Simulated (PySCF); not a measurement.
## SiN⁻: from constants to spectrum

RHF-CCSD(T) constants of SiN⁻, ¹Σ⁺ (singlet), closed shell (basis Si aug-cc-pVDZ-DK, N aug-cc-pVDZ-DK; spin-free X2C with a Gaussian nucleus; PySCF 2.14; masses 27.9769 and 14.0031 u):

```
ωe              : 1055.7 cm⁻¹
ωexe            : 5.63 cm⁻¹
Be              : 0.6759 cm⁻¹
αe              : 0.00508 cm⁻¹
D (centrifugal) : 1.11e-06 cm⁻¹
De to Si⁻ + N   : 5.23 eV
```

(1) Give the band origin of the fundamental and the first lines of its P and R branches.

(2) Near which J would the R branch turn back, without centrifugal distortion?

Correlated steps freeze 6 core orbitals. Correlated levels converge slowly with the basis: in double zeta they bind strong bonds too weakly, by up to about 1 eV, and carry superposition errors of some tenths. For an ion De counts to the pair picked by the measured ionisation energies or electron affinities, which need not be the lowest pair at this level. Where the molecule has an RHF reference, its open-shell atoms are computed with UHF. The CCSD T1 diagnostic is raised, a sign that a single reference may not be enough here.

Results:

(1) ν0 = ωe − 2ωexe = 1044.4 cm⁻¹, B0 = 0.67336, B1 = 0.66828 cm⁻¹.

```json
{"J″": "0", "P(J″) − ν0": "", "R(J″) − ν0": "1.337"}
{"J″": "1", "P(J″) − ν0": "-1.347", "R(J″) − ν0": "2.663"}
{"J″": "2", "P(J″) − ν0": "-2.704", "R(J″) − ν0": "3.979"}
{"J″": "3", "P(J″) − ν0": "-4.071", "R(J″) − ν0": "5.285"}
{"J″": "4", "P(J″) − ν0": "-5.448", "R(J″) − ν0": "6.581"}
{"J″": "5", "P(J″) − ν0": "-6.835", "R(J″) − ν0": "7.866"}
{"J″": "6", "P(J″) − ν0": "-8.232", "R(J″) − ν0": "9.141"}
```

(2) At J ≈ (B0 + B1)/(2(B0 − B1)) − 1 ≈ 130.
